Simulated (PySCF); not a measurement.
Does the answer move with the share of exact exchange?

Species: sodium diatomic, Na2.
SMILES with atom numbers: `[Na:1][Na:2]`

Structure used (PBE0-D3(BJ)/def2-SVP), in Å, numbered top down from 1:
```
atom  x, y, z in Å
Na1    1.5874   -0.0871    0.0087
Na2   -1.5377   -0.0006   -0.0309
```

PySCF, def2-SVPD basis, density fitting, gas phase, PBE0-D3(BJ)/def2-SVP geometry; singlet excitations by full TDDFT with frozen cores, triplets by Tamm–Dancoff TDDFT and ionisation energies by ΔSCF, from the lowest of the holes tried. One functional is left out:

```csv
functional,exact exchange (%),HOMO energy (eV),LUMO energy (eV),lowest singlet excitation (eV),lowest triplet excitation (eV),mean polarisability (au),vertical ionisation energy (eV)
LDA,0,-3.17,-1.85,2.06,0.98,236.2,5.21
PBE,0,-3.09,-1.77,2.03,0.93,246.3,5.11
PBE0,25,-3.56,-1.32,2.01,0.89,255.6,4.99
BHandHLYP,50,-3.95,-0.89,2.07,0.97,240.5,4.98
```

Question: Predict the row of B3LYP (20 % exact exchange) by straight lines through the other rows, and check it.

Answer: 
```tsv
property	line	computed	computed − line	PBE0 (25 %), for comparison
HOMO energy (eV)	-3.46	-3.49	-0.03	-3.56
LUMO energy (eV)	-1.43	-1.49	-0.06	-1.32
lowest singlet excitation (eV)	2.04	2.07	+0.03	2.01
lowest triplet excitation (eV)	0.94	0.98	+0.04	0.89
mean polarisability (au)	244.7	235.0	-9.7	255.6
vertical ionisation energy (eV)	5.07	5.18	+0.11	4.99
```
